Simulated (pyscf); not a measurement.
H₃C–C(CH₃)(CH₃)–O–Ge(OH)(OH)–OH → HO–Ge(OH)(OH)–OH + H₂C=C(CH₃)–CH₃ (elimination; singlet surface; C–O, C–H broken, H–O formed). Optimised with ωB97X-D3(BJ)/def2-SVP in PySCF. Rate constants from transition-state theory at the high-pressure limit, ωB97M-D3(BJ)/def2-TZVP energies (ideal gas, 1 atm, RRHO with modes under 100 cm⁻¹ raised to 100, one conformer, R ln 2 for chiral ones without a mode under 150 cm⁻¹; no tunnelling), k in s⁻¹.

```tsv
T (K)	1000/T	log10 k
298	3.354	-25.99
600	1.667	-5.98
900	1.111	?
1200	0.833	4.07
```

Fit an Arrhenius line to the three values, give the activation energy, and predict k at 900 K.

Least squares gives log10 k = 13.95 − 11.92 × 1000/T, so Ea = 11.92 × ln 10 × 1.987 = 54.5 kcal/mol, against an electronic barrier of 57.7. At 900 K the line gives 0.71; the computed value is 0.70 (ΔG‡ = 51.8 kcal/mol), close to the line. On the product side the descent ends in a complex, 6.9 kcal/mol under the separated species and 47.2 kcal/mol under the saddle at ωB97X-D3(BJ)/def2-TZVP. At ωB97X-D3(BJ) the barrier from the zero used here is 60.6 kcal/mol. This is the saddle that the search found; another between the same sides may lie lower. Elements up to Kr have no core potential and no relativistic terms here.
